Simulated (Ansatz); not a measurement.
## Rutile MnO₂

These are r²SCAN+rVV10 in Ansatz (PAW) values and carry that method's errors.

Numerical settings: plane-wave cutoff 560 eV, 8×8×12 k mesh (along the axes of the cell as run), Fermi–Dirac smearing 0.01 eV, spin-polarised with opposed moments, scalar-relativistic PAW data made under PBE.

Cell: relaxed at this level.

- volume per atom: 9.10 Å³/atom
- bulk modulus B0: 263 GPa
- band gap: 0.37 eV (direct)
- direct gap at Γ: 0.72 eV
- magnetic moment (largest site, within a sphere): 2.39 μB
- pressure derivative B′ of the bulk modulus: 4.8

Note: the collinear magnetic order is the start's and need not be the measured one; without U or exact exchange, gaps and moments of open d shells tend to come out too small; the bulk modulus comes from volumes at which shape and atoms were relaxed.

Moments are spin moments.

Ansatz is a program for electronic structure.
